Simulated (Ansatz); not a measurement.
# BH₃F (doublet): wave-function methods side by side at distance B1–H4 along a hydrogen transfer = 1.472 Å, cc-pVDZ

The task here is to estimate one member of a computed series from the others.

Computed with Ansatz 0.2.0, Gaussian basis. Level: cc-pVDZ, core rule «outside noble gas», up to 2 orbitals frozen.

To be run: UHF; CCSD(T) on ROHF; CCSD(T) on UHF; BCCD(T) on ROHF; CISD; CCSDT(Q) on ROHF; CCSDT(Q) on UHF; CASSCF and MRCISD+Q, 3 electrons in 3 orbitals; CASSCF and NEVPT2, 3 electrons in 3 orbitals.

14 further runs of the same task are left out: 9 for a known fault of the program, 4 that didn't finish, 1 set aside as unsound or not needed.

## The geometry

The geometry derives from fragments relaxed apart (PBE0/def2-TZVP) and kept rigid, so it is no stationary point. A hydrogen atom is moved between rigid fragments.

5 atoms, charge 0, spin multiplicity 2.

Atoms are counted from 1 here; the program's logs count them from 0.

Bond lengths: B1–H2 1.193 Å, B1–H3 1.193 Å, H4–F5 0.946 Å. Angles: H2–B1–H3 120.0°.

Set-up of the first run:

The input, in.yaml:

```yaml
crystal:
  periodic: [false, false, false]
  atoms:
    - {symbol: B, position_ang: [-1.407686, 0.000000, 0.000000]}
    - {symbol: H, position_ang: [-2.004420, 1.033571, 0.000000]}
    - {symbol: H, position_ang: [-2.004420, -1.033571, 0.000000]}
    - {symbol: H, position_ang: [0.064314, 0.000000, 0.000000]}
    - {symbol: F, position_ang: [1.010314, 0.000000, 0.000000]}
basis:
  gaussian: {orbitals: cc-pVDZ}
magnetization: {spin_polarized: true, initial_magnetization: 1}
hamiltonian: {xc: hf}
output: {orbitals: {seedname: orbitals}}
```

Command:

```
ansatz run in.yaml --threads 1 --pin off --events-out ev --progress --plain --max-ram 2393MiB
```

Steps of the session up to this table: UHF; CCSD(T) on ROHF; CCSD(T) on UHF; BCCD(T) on ROHF; CISD; CCSDT(Q) on ROHF; CCSDT(Q) on UHF; CASSCF and MRCISD+Q, 3 electrons in 3 orbitals; CASSCF and NEVPT2, 3 electrons in 3 orbitals.

One table of the session follows, with a row left open; its other results are not shown here.

| method | from UCCSDT(Q) (meV) |
| --- | --- |
| ROHF | +8466.3 |
| UHF | +8367.4 |
| RMP2 | +800.6 |
| UMP2 | +814.1 |
| CISD | +701.1 |
| RCCSD | ? |
| UCCSD | +144.8 |
| RCCSD(T) | +29.0 |
| UCCSD(T) | +29.0 |
| BCCD(T) | +27.6 |
| RCCSDT | +13.2 |
| UCCSDT | +12.9 |
| RCCSDT(Q) | +0.9 |
| UCCSDT(Q) | 0 |
| CASSCF pair | +7856.6 |
| MRCISD pair | +623.7 |
| MRCISD+Q pair | +78.8 |

**Question.** Estimate the row for RCCSD.

The run gave: from UCCSDT(Q) (meV): +147.2. In the column «from UCCSDT(Q) (meV)» it lies between UCCSD (+144.8) and MRCISD pair (+623.7).

Not comparable, so not listed: CASSCF and NEVPT2, 3 electrons in 3 orbitals (they don't share determinant, frozen orbitals or solution with the rows shown, or repeat one).

Caveats from the session: Restricted and unrestricted rows rest on different reference determinants; where their highest levels disagree by more than a few hundredths of an eV, they describe different states and don't form one ladder. Warnings in the runs' records: passed over end.
